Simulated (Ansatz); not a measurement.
# C₂H₄N₂O: up Jacob's ladder to CCSD(T)

An exercise on one series of results from a longer session: the logs are not shown, and one member is left open.

The runs use Ansatz 0.2.0, Gaussian basis; functionals in def2-TZVPP, the program's frozen cores in correlated methods.

Plan: LDA (SPW92), PBE-D4, revPBE-D4, BLYP-D4, r2SCAN-D4, B97M-V, PBE0-D4, B3LYP-D4, r2SCANh-D4, r2SCAN0-D4, HSE06-D4, BHLYP-D4, CAM-B3LYP-D4, LC-ωPBE, ωB97X-V, ωB97M-V, B2PLYP, PBE-QIDH; CCSD(T)/def2-SVP; CCSD(T)/def2-TZVPP; MP2/def2-QZVPP; extrapolation to the limit; RPA on PBE.

### The geometry

All runs share one geometry, relaxed beforehand with PBE0-D4 in a triple-zeta def2 set.

9 atoms, charge 0, spin multiplicity 1.

Atoms are counted from 1 here; the program's logs count them from 0.

Bond lengths: N1–C2 1.251 Å, N1–H6 1.020 Å, C2–O3 1.320 Å, C2–C4 1.433 Å, O3–C4 1.613 Å, C4–N5 1.359 Å, C4–H7 1.083 Å, N5–H8 1.007 Å, N5–H9 1.007 Å. Angles: C2–N1–H6 110.7°, N1–C2–O3 142.0°, N1–C2–C4 146.3°, O3–C2–C4 71.6°, C2–O3–C4 57.5°, C2–C4–O3 50.9°, C2–C4–N5 123.3°, C2–C4–H7 119.2°, O3–C4–N5 120.1°, O3–C4–H7 107.3°, N5–C4–H7 116.2°, C4–N5–H8 117.2°, C4–N5–H9 116.8°, H8–N5–H9 114.3°.

Geometry (Å):

| atom | x (Å) | y (Å) | z (Å) |
| --- | --- | --- | --- |
| N1 | 0.7910 | 1.9030 | 0.0236 |
| C2 | 0.4272 | 0.7691 | -0.3601 |
| O3 | -0.1667 | 0.1518 | -1.3647 |
| C4 | 0.2997 | -0.6190 | -0.0264 |
| N5 | -0.6277 | -1.0953 | 0.8449 |
| H6 | 0.5786 | 2.6074 | -0.6824 |
| H7 | 1.0884 | -1.3057 | -0.3084 |
| H8 | -0.9904 | -2.0187 | 0.6720 |
| H9 | -1.3116 | -0.4388 | 1.1844 |

Set-up of the first run:

File in.yaml:

```yaml
crystal:
  periodic: [false, false, false]
  atoms:
    - {symbol: N, position_ang: [0.790964, 1.902987, 0.023581]}
    - {symbol: C, position_ang: [0.427187, 0.769121, -0.360140]}
    - {symbol: O, position_ang: [-0.166680, 0.151828, -1.364667]}
    - {symbol: C, position_ang: [0.299660, -0.618986, -0.026376]}
    - {symbol: N, position_ang: [-0.627667, -1.095284, 0.844878]}
    - {symbol: H, position_ang: [0.578604, 2.607366, -0.682381]}
    - {symbol: H, position_ang: [1.088410, -1.305712, -0.308421]}
    - {symbol: H, position_ang: [-0.990367, -2.018692, 0.672011]}
    - {symbol: H, position_ang: [-1.311614, -0.438828, 1.184413]}
basis:
  gaussian: {orbitals: def2-TZVPP}
hamiltonian: {xc: lda}
output: {orbitals: {seedname: orbitals}}
```

On the command line:

```bash
$ ansatz run in.yaml --threads 2 --pin off --events-out ev --progress --plain --max-ram 4352MiB
```

Among the steps run: LDA; PBE-D4 (GGA); revPBE-D4 (GGA); BLYP-D4 (GGA); r2SCAN-D4 (meta-GGA); B97M-V (meta-GGA); B3LYP-D4 (hybrid); r2SCANh-D4 (hybrid); r2SCAN0-D4 (hybrid); HSE06-D4 (hybrid); BHLYP-D4 (hybrid); CAM-B3LYP-D4 (range-separated); LC-ωPBE (range-separated); ωB97X-V (range-separated); ωB97M-V (range-separated); B2PLYP (double hybrid); PBE-QIDH (double hybrid).

One table of the session follows, with a row left open; its other results are not shown here.

It belongs to the step «Orbital energies across the functionals». 

| functional | HOMO (eV) | LUMO (eV) | gap (eV) |
| --- | --- | --- | --- |
| LDA (SPW92) | ? | ? | ? |
| PBE-D4 | -6.32 | -0.62 | 5.70 |
| revPBE-D4 | -6.25 | -0.53 | 5.72 |
| BLYP-D4 | -6.22 | -0.57 | 5.65 |
| r2SCAN-D4 | -6.62 | -0.29 | 6.33 |
| B97M-V | -6.68 | -0.32 | 6.36 |
| PBE0-D4 | -7.75 | 0.36 | 8.10 |
| B3LYP-D4 | -7.52 | 0.03 | 7.55 |
| r2SCANh-D4 | -7.15 | 0.08 | 7.23 |
| r2SCAN0-D4 | -7.95 | 0.61 | 8.57 |
| HSE06-D4 | -7.34 | -0.02 | 7.32 |
| BHLYP-D4 | -9.06 | 1.14 | 10.20 |
| CAM-B3LYP-D4 | -9.16 | 1.27 | 10.43 |
| LC-ωPBE | -10.49 | 2.59 | 13.09 |
| ωB97X-V | -10.13 | 2.44 | 12.57 |
| ωB97M-V | -10.05 | 2.03 | 12.08 |

Estimate the missing values for LDA (SPW92).

As computed: HOMO (eV): -6.47; LUMO (eV): -0.85; gap (eV): 5.62. In the column «HOMO (eV)» it lies between r2SCAN-D4 (-6.62) and PBE-D4 (-6.32).
